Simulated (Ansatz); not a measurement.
**Tin, beta-Sn (white tin): convergence with Fermi-Dirac smearing**

Computed with Ansatz, LDA, scalar-relativistic PAW, on the relaxed cell (a = 5.799 Å, c = 3.116 Å (c/a = 0.537); spin not included). Errors count from a run at 420 eV on a Γ-centred 19×19×13 mesh with Fermi-Dirac smearing of 0.1 eV, extrapolated to zero width. Fixed here: cutoff 420 eV, mesh 11×11×8. The SCF starts from atomic densities corrected by a trained network.

```csv
width (eV),E(σ→0) error (meV/atom),F error (meV/atom),P (GPa),SCF iterations
0.01,-3.6,-3.7,-0.02,7
0.03,-3.6,-4.2,-0.02,7
0.1,-3.2,-10.1,0.00,7
0.2,-2.0,-31.9,0.16,7
0.3,-0.1,-70.3,0.47,7
0.6,6.7,-287.7,2.07,7
1.0,12.5,-816.0,5.17,7
```
